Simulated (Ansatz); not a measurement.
System: antifluorite Mg2Sn. Method: BLYP (plane waves, PAW; Ansatz, a quantum-chemistry and plane-wave program).

Numerical settings: plane-wave cutoff 520 eV, 10×10×10 k mesh, Fermi–Dirac smearing 0.01 eV, scalar-relativistic PAW data made under PBE.

The volume scan:

```tsv
V (Å³/atom)	E − E_lowest (meV/atom)
25.548	12.19
26.091	5.20
26.635	1.26
27.178	0.00
27.722	1.19
28.266	4.58
28.809	9.96
```

Problem. Fit the third-order Birch–Murnaghan equation and give B0 and B′.

Solution. V0 = 27.176 Å³/atom, B0 = 36.0 GPa, B′ = 4.2 (fit to the energies at full precision).

Measured, for comparison: equilibrium volume per atom 25.82 Å³/atom (temperature not stated, no zero-point or thermal correction; as tabulated in Freccero, Grin, Wagner, Dalton Trans. (2023), ESI). Computed (rounded) less measured: equilibrium volume per atom +5.3 %.

Note: the gap of the solid is closed in this run; this level leaves the solid without a gap, although one is measured.

Spin–orbit coupling is not included; it can open a gap where bands touch, and shift volumes and moduli.

Static lattice: no zero-point or thermal effects.
